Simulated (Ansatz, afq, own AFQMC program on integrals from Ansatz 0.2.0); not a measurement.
# SiH, doublet in cc-pVTZ along one coordinate

```
atom   x (Å)   y (Å)   z (Å)
  Si  0.0000  0.0000  0.0000
   H  0.0000  0.0000  1.5317
```

The Si1–H2 distance is changed with both sides rigid. Energies in kJ/mol count from this geometry (1.532 Å) at the same level; the start stands on UHF, each point on the determinant named.

Basis cc-pVTZ. Only valence electrons are correlated. Integrals, coupled cluster, full CI and functionals: Ansatz 0.2.0; the random walks run on the same integrals in our own AFQMC program. ph-AFQMC/CISD is guided by a CISD state made of CCSD amplitudes; releasing the constraint for a short imaginary time cuts its bias at the price of noise, slowly where states lie close. Error bars are statistical, one sigma.

Cautions, each for one point or more: a spin-contaminated unrestricted determinant lies lower; an unrestricted solution with more broken spin lies lower; strong correlation; the determinant is a saddle point among determinants of its kind; the next higher spin lies close; unrestricted determinant spin contaminated.

```json
{"r(Si1–H2) / Å": "1.221", "det.": "UHF", "T1": "0.019", "weight": "0.92", "⟨S²⟩": "0.77", "CCSD": "110.4", "PBE0": "114.4", "CCSD(T)": "111.0"}
{"r(Si1–H2) / Å": "1.848", "det.": "UHF", "T1": "0.021", "weight": "0.91", "⟨S²⟩": "0.77", "CCSD": "47.6", "PBE0": "45.1", "CCSD(T)": "46.5"}
{"r(Si1–H2) / Å": "2.487", "det.": "ROHF", "T1": "0.051", "weight": "0.85", "⟨S²⟩": "pure", "CCSD": "202.8", "PBE0": "205.2§", "CCSD(T)": "195.5"}
{"r(Si1–H2) / Å": "3.387", "det.": "UHF", "T1": "0.020", "weight": "0.92", "⟨S²⟩": "1.73", "CCSD": "289.5", "PBE0": "287.1§", "CCSD(T)": "290.3"}
{"r(Si1–H2) / Å": "5.130", "det.": "UHF¶", "T1": "0.011", "weight": "0.93", "⟨S²⟩": "1.76", "CCSD": "296.6", "PBE0": "296.8§", "CCSD(T)": "298.1"}
```

(1) Estimate the curve of full CI, counted from the same start.

Answers

(1) 
```tsv
r(Si1–H2) / Å	det.	T1	weight	⟨S²⟩	FCI	ph-AFQMC/CISD	CCSDT(Q)
1.221	UHF	0.019	0.92	0.77	111.2	111.1 ± 0.2	111.2
1.848	UHF	0.021	0.91	0.77	46.0	46.0 ± 0.3	46.0
2.487	ROHF	0.051	0.85	pure	193.4	196.8 ± 0.4	193.4
3.387	UHF	0.020	0.92	1.73	285.1	284.6 ± 0.3	285.6
5.130	UHF¶	0.011	0.93	1.76	–	298.0 ± 0.2	298.3
```

Weight is that of the determinant in the CISD state; at the start T1 is 0.019 and the weight 0.92, and ⟨S²⟩ is 0.77. ¶ marks points with a poor determinant and no full CI, where no value is sure; they don't count among the departures. A dash marks a missing value, a released energy that hasn't settled or a functional that sits on another state. § marks a functional whose ⟨S²⟩ is too high by over 0.1. Largest departures from full CI where it is shown: CCSD(T) 5.2 kJ/mol at 3.387 (on UHF), ph-AFQMC/CISD 3.5 kJ/mol at 2.487 (on ROHF), CCSDT(Q) 0.5 kJ/mol at 3.387 (on UHF), CCSD 9.4 kJ/mol at 2.487 (on ROHF), PBE0 3.2 kJ/mol at 1.221. Functionals count only at points shown to share the start's state and spin.

CCSDT and higher add their correlation energy to the determinant of the CCSD(T) run, since their own runs factorise the integrals more tightly (a shift of under 2 meV). A walk keeps the symmetry of its determinant, which the program's search chose and which needn't be the lowest solution, so a lower state of the same spin and another symmetry isn't excluded.
